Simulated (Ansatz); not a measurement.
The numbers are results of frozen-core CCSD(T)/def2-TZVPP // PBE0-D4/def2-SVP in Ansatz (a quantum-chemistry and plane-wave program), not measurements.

Ansatz 0.2 input:
```yaml
crystal:
  periodic: [false, false, false]
  atoms:
    - { symbol: O, position_ang: [0.000821, 0.398718, -0.000001] }
    - { symbol: H, position_ang: [-0.754594, -0.198074, 0.000003] }
    - { symbol: H, position_ang: [0.75375, -0.201207, -0.000002] }
basis:
  gaussian: { orbitals: def2-TZVPP }
correlation:
  method: ccsd_t
```

Output:

```
Functional definition: HF
361 factors; integrals over basis functions are off by at most 7.6e-4 eV
mean field evaluation 1: about -2067.9771 eV, gradient 3.3e1 eV
mean field evaluation 2: about -2067.9767 eV, gradient 3.3e1 eV
mean field evaluation 4: about -2069.7442 eV, gradient 1.4e0 eV
mean field evaluation 8: about -2069.7515 eV, gradient 3.0e-5 eV
mean field evaluation 16: about -2069.7509 eV, gradient 3.3e-1 eV
mean field -2069.75145006 eV, -76.0619628619 hartree, gradient 3.6e-6 eV, S^2 0.000000; 0 other end points of the search recorded, 0 dependent functions left out
1 core orbitals not correlated
reference -2069.75145006 eV, -76.0619628619 hartree; 4, 4 occupied and 54, 54 virtual orbitals, 361 factors
second order -7.11663718 eV of doubles, -0.00000000 eV of singles
cycle   1  -7.11972909 eV  change   -3.1e-3 eV  update   4.1e-2
cycle   2  -7.25238850 eV  change   -1.3e-1 eV  update   1.1e-2
cycle   3  -7.27677473 eV  change   -2.4e-2 eV  update   4.3e-3
cycle   4  -7.27537300 eV  change    1.4e-3 eV  update   8.1e-4
cycle   5  -7.27576854 eV  change   -4.0e-4 eV  update   2.9e-4
cycle   6  -7.27583907 eV  change   -7.1e-5 eV  update   7.7e-5
cycle   7  -7.27583635 eV  change    2.7e-6 eV  update   2.6e-5
cycle   8  -7.27583293 eV  change    3.4e-6 eV  update   7.3e-6
perturbative correction -0.20869958 eV, -0.0076695680 hartree
Total energy: -2077.23598257 eV, -76.3370143583 hartree
```

Cost: about 0.7 core-seconds (a rough figure).
